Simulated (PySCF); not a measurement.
# H5PSi (silylphosphane): the cost of one run

The runs use PySCF 2.14.0, with density-fitted response routines of our own; the level of theory stands in each step. All values are computed, except where a source is named. Atoms are numbered from 0 throughout.

## 1. The starting structure

7 atoms, charge 0, multiplicity 1; geometry from: GFN2-xTB. The atoms were then displaced at random by about 0.01 Å, so the start is not that level's minimum.

Bonds of the start (Å): Si0–P1 2.21, Si0–H2 1.48, Si0–H3 1.45, Si0–H4 1.49, P1–H5 1.37, P1–H6 1.39.

## 2. Relaxing the molecule at PBE0-D3(BJ)/def2-TZVP

Job settings and geometry (Å):

```
{"job": {"xc": "PBE0", "basis": "def2-TZVP", "d3": "d3bj", "grid": 2, "shake": 0.01, "kind": "geom"}, "charge": 0, "multiplicity": 1}
Si    -0.811580     0.035410    -0.028400
P      1.323060     0.187410    -0.592750
H     -1.505410    -0.763190    -1.058730
H     -1.021190    -0.528760     1.285710
H     -1.354500     1.420610    -0.060770
H      1.644660    -1.093930    -0.213680
H      1.758920     0.713350     0.618700
```

Run with:

```sh
OMP_NUM_THREADS=1 python probes_run.py task.json out
```

This one command runs all jobs of the session in turn.

**Question.** How long does this first job take on 1 thread of Arm Neoverse V1, shared host, and how much memory does it need?

About 9.9 s, with a peak of 0.43 GiB.
